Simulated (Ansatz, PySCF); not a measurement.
Breaking a bond: NaCl, singlet.

Levels of theory: UKS-PBE = unrestricted PBE/aug-cc-pVDZ (Ansatz, a first-principles code); UHF/aug-cc-pVDZ (PySCF); NEVPT2 = PySCF with SC-NEVPT2 on CASSCF(8,5)/aug-cc-pVDZ, all electrons correlated.

Energies are in eV, each relative to the lowest point of its own curve near equilibrium.

```
R / Å  UKS-PBE    UHF  NEVPT2
-----  -------  -----  ------
1.88     1.696  1.883   1.799
2.02     0.716  0.817   0.768
2.14     0.271  0.323   0.297
2.22         ?  0.139   0.124
2.30     0.025  0.037       ?
2.36     0.000  0.002   0.000
2.45         ?  0.000       ?
2.50     0.030      ?   0.022
2.61     0.111  0.097   0.100
2.73     0.233  0.220   0.217
2.93     0.477  0.471   0.462
3.16     0.775  0.783   0.772
3.51     1.209  1.242   1.233
3.89     1.614  1.681   1.679
4.22     1.903  2.006   2.011
4.71     2.219  2.405   2.414
5.16     2.411  2.699   2.710
5.77     2.583  3.017   3.027
6.39         ?  3.061   3.281
7.10     2.781  3.063   3.517
8.26     2.868  3.064   3.807
9.37     2.922  3.064   4.015
```

Problem. Some entries are withheld; supply them.

Solution. 
- 2.22, UKS-PBE: 0.110
- 2.30, NEVPT2: 0.031
- 2.45, UKS-PBE: 0.008
- 2.45, NEVPT2: 0.002
- 2.50, UHF: 0.019
- 6.39, UKS-PBE: 2.696

The unrestricted determinant behind UKS-PBE is spin-contaminated at 4.71 to 9.37 Å (<S²> up to 0.5, against 0.00 for a pure singlet). The unrestricted determinant behind UHF is spin-contaminated at 6.39 to 9.37 Å (<S²> up to 1.0, against 0.00 for a pure singlet).
